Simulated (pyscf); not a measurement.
7 gas-phase steps of one pattern: four-centre exchange on the singlet surface, F/Cl/Br/I–H, H–Si/Ge/Sn broken and F/Cl/Br/I–Si/Ge/Sn, H–H formed. Optimised with ωB97X-D3(BJ)/def2-SVP in PySCF. Electronic energies in kcal/mol, between the relaxed ends of the descent from the saddle (adducts or complexes of the species named), with the reactant end as zero; ΔE‡ and ΔE at ωB97X-D3(BJ)/def2-TZVP. Rows were drawn at random from the steps of this pattern with a verified saddle, stable references and a bound adduct at one end at least.

```json
[
 {"row": "1", "step": "SiH₂ [singlet] + HF → F–SiH: [singlet] + H₂", "ΔE": "-29.0", "ΔE‡": "?"},
 {"row": "2", "step": "HCl + Cl–SnH: [singlet] → Cl–Sn:–Cl [singlet] + H₂", "ΔE": "-28.3", "ΔE‡": "5.8"},
 {"row": "3", "step": "SnH₂ [singlet] + HCl -> Cl–SnH: [singlet] + H₂", "ΔE": "-26.4", "ΔE‡": "3.7"},
 {"row": "4", "step": "HCl + Cl–GeH: [singlet] → Cl–Ge:–Cl [singlet] + H₂", "ΔE": "-24.8", "ΔE‡": "8.2"},
 {"row": "5", "step": "SiH₂ [singlet] + HCl -> :HSi–Cl [singlet] + H₂", "ΔE": "-21.8", "ΔE‡": "5.3"},
 {"row": "6", "step": "GeH₂ [singlet] + HCl → Cl–GeH: [singlet] + H₂", "ΔE": "-21.5", "ΔE‡": "6.1"},
 {"row": "7", "step": "SnH₂ [singlet] + HF → F–SnH: [singlet] + H₂", "ΔE": "-16.8", "ΔE‡": "7.2"}
]
```

**Question.** From a straight line through the complete rows, estimate the missing barrier and say how far the line can be trusted.

**Answer.** Over the 6 complete rows the means are -23.3 (ΔE) and 6.1 (ΔE‡); least squares gives b = 0.14 and a = 9.3 kcal/mol, with residuals of 1.3 kcal/mol (root mean square; largest 2.4, row 4). For row 1: 9.3 + 0.14 × (-29.0) = 5.2 kcal/mol, an extrapolation. The computed barrier is 7.7 kcal/mol, 2.5 over the line. The scatter is large against the spread of the barriers, so the line says little here. Each barrier is that of the saddle found. Elements up to Kr have no core potential and no relativistic terms here. Elements past Kr carry the def2 core potentials, without spin-orbit coupling.
